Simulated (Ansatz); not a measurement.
Cost and result for the atomization energy of AlH3O2, SMILES `[OH][AlH][OH]` (6 atoms, 5 bonds).

The species carries charge 0 and has multiplicity 1. The structure was optimised at the PBE0-D4/def2-TZVP level. It is one conformer, not always the lowest. Program: Ansatz. All runs use 4 threads of an Intel Xeon 6975P-C on a shared host. Times are those of one run each, without the atoms' runs, and a repeat can differ threefold. Electronic energies, without spin–orbit coupling; frozen cores. CCSD(T)/CBS extrapolates def2-TZVPP and def2-QZVPP, and its time is that of the two runs behind it. T1 = 0.012. B3LYP takes the VWN-RPA correlation (the form of Gaussian; ORCA's B3LYP/G).

CCSD(T)/CBS is a level of theory with its own doubt, some kJ/mol a heavy atom from the limit and from the frozen cores, so smaller differences don't rank the functionals.

| level | functions | wall time | atomization (kJ/mol) | difference from CCSD(T)/CBS | per bond |
| --- | --- | --- | --- | --- | --- |
| CCSD(T)/def2-SVP | 61 | 0.3 s | 1997.7 | -182.0 | -36.4 |
| revPBE-D4/def2-TZVPP | 146 | 0.35 s | 2105.2 | -74.5 | -14.9 |
| BLYP-D4/def2-TZVPP | 146 | 0.4 s | 2154.9 | -24.8 | -5.0 |
| PBE-D4/def2-TZVPP (with forces) | 146 | 0.45 s | 2167.0 | -12.7 | -2.6 |
| PBE0-D4/def2-TZVPP | 146 | 0.45 s | 2110.7 | -69.0 | -13.8 |
| CAM-B3LYP-D4/def2-TZVPP | 146 | 0.5 s | 2166.6 | -13.1 | -2.6 |
| B3LYP-D4/def2-TZVPP (with forces) | 146 | 0.6 s | 2144.6 | -35.1 | -7.0 |
| PBE-QIDH/def2-TZVPP | 146 | 0.7 s | 2116.4 | -63.3 | -12.7 |
| r2SCAN-D4/def2-TZVPP (with forces) | 146 | 0.75 s | 2161.1 | -18.6 | -3.7 |
| ωB97M-V/def2-TZVPP (with forces) | 146 | 1.4 s | 2164.1 | -15.6 | -3.1 |
| CCSD(T)/def2-TZVPP | 146 | 2.7 s | 2110.6 | -69.1 | -13.8 |
| CCSD(T)/def2-QZVPP | 274 | 23 s | 2152.5 | -27.2 | -5.4 |
| CCSD(T)/CBS(def2) | – | 26 s | 2179.7 | 0.0 | 0.0 |

In def2-TZVPP, CCSD(T) changes the Hartree–Fock value by +587.8 kJ/mol (the triples alone add +31.8 kJ/mol) and MP2 by +652.2 kJ/mol; breaking electron pairs costs correlation energy, which Hartree–Fock lacks. From BLYP to BHLYP (50 % exact exchange), in def2-TZVPP and without D4, the atomization energy moves by −86.3 kJ/mol: exact exchange takes away binding that semilocal exchange gives to molecules. The D4 term adds +11.1 kJ/mol with B3LYP and +5.7 kJ/mol with PBE0; it sums over pairs of atoms, weighted by their polarisabilities, and B3LYP, whose exchange is more repulsive, gets the larger term.
